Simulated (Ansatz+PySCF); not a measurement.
**singlet BH3: levels of theory in one basis**

```xyz
4

B     0.0000    0.0000    0.0000
H     1.2065    0.0000    0.0000
H    -0.6033    1.0449    0.0000
H    -0.6033   -1.0449    0.0000
```

Basis set: def2-SVP (spherical functions). Correlated methods keep 1 orbital frozen. Charge 0, multiplicity 1.

Computed with Ansatz (development build ahead of 0.2.0); each method stands on the lowest determinant of its kind that the runs found. NEVPT2 correlates all electrons. Active spaces start from the frontier orbitals, and the lowest solution found is given.

```tsv
method	E − E(RHF) (eV)	<S²> of the determinant
RHF	0.00	0.00
RHF-MP2	-2.52	–
RHF-CCSD	-3.15	–
RHF-CCSD(T)	-3.19	–
CASSCF(6,7)	-1.40	–
CASSCF(2,2)	-0.36	–
SC-NEVPT2(2,2)	-2.57	–
```

Task: What does SC-NEVPT2(6,7) give on the same scale?

Result: -2.68 eV. NEVPT2 here correlates all electrons, so it doesn't share the others' frozen core.

Task: Is a single determinant a sound starting point here?

Result: By this sign, yes. Unrestricted orbitals gain 0.00 eV and <S²> is 0.00 against 0.00 for a pure state. The CASSCF(6,7) natural occupations are 1.98, 1.98, 1.97, 0.02, 0.02, 0.02, 0.01. The CASSCF(2,2) natural occupations are 1.98, 0.02.

Caution for CASSCF(6,7), CASSCF(2,2): other starts end on other solutions of this active space.
